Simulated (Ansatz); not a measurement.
# C3H4N2: the cost of one run

Computed with Ansatz 0.2.0, Gaussian basis. Level: the settings change from run to run.

## 1. The geometry

The structure was relaxed beforehand with PBE0-D4 in a triple-zeta def2 set.

SMILES `N=C1CC1=N`, 9 atoms, charge 0, spin multiplicity 1.

Atoms are counted from 1 here; the program's logs count them from 0.

Bond lengths: N1–C2 1.255 Å, N1–H6 1.022 Å, C2–C3 1.491 Å, C2–C4 1.442 Å, C3–C4 1.491 Å, C3–H7 1.090 Å, C3–H8 1.090 Å, C4–N5 1.255 Å, N5–H9 1.022 Å. Angles: C2–N1–H6 110.6°, N1–C2–C3 143.3°, N1–C2–C4 155.6°, C3–C2–C4 61.1°, C2–C3–C4 57.8°, C2–C3–H7 118.4°, C2–C3–H8 118.4°, C4–C3–H7 118.4°, C4–C3–H8 118.4°, H7–C3–H8 114.2°, C2–C4–C3 61.1°, C2–C4–N5 155.6°, C3–C4–N5 143.3°, C4–N5–H9 110.6°.

Coordinates:

```xyz
9
C3H4N2
N    -0.15665    0.35738   -1.92772
C     0.01843    0.02445   -0.73061
C     0.66418   -0.99517    0.14529
C    -0.11875    0.14645    0.69983
N    -0.51112    0.67276    1.76924
H    -0.72175    1.20712   -1.98520
H     0.22748   -1.99241    0.18874
H     1.74877   -0.97828    0.24759
H    -1.06208    1.51162    1.57565
```

## 2. r2SCAN0/def2-TZVPD

This run has unrestricted orbitals, a grid of angular degree 47, finite nuclei, D3(BJ) with three-body dispersion, relativity set to none.

Contents of in.yaml:

```yaml
crystal:
  periodic: [false, false, false]
  atoms:
    - {symbol: N, position_ang: [-0.156651, 0.357380, -1.927724]}
    - {symbol: C, position_ang: [0.018434, 0.024446, -0.730608]}
    - {symbol: C, position_ang: [0.664176, -0.995168, 0.145287]}
    - {symbol: C, position_ang: [-0.118754, 0.146452, 0.699828]}
    - {symbol: N, position_ang: [-0.511122, 0.672756, 1.769238]}
    - {symbol: H, position_ang: [-0.721750, 1.207116, -1.985201]}
    - {symbol: H, position_ang: [0.227482, -1.992414, 0.188738]}
    - {symbol: H, position_ang: [1.748767, -0.978284, 0.247592]}
    - {symbol: H, position_ang: [-1.062081, 1.511616, 1.575650]}
basis:
  gaussian: {orbitals: def2-TZVPD, final_grid: {core_spheres: 20, valence_spheres: 16, degree: 47}, nuclear_model: gaussian}
magnetization: {spin_polarized: true, initial_magnetization: 0}
hamiltonian: {xc: {name: r2SCAN0}, dispersion: d3bjatm, pseudopotentials: {relativity: none}}
```

Command:

```console
ansatz run in.yaml --threads 2 --pin off --events-out ev --progress --plain --max-ram 4352MiB
```

What time and memory should one allow on 2 threads of Arm Neoverse V2, shared host?

About 15 s, with a peak of 0.64 GiB.
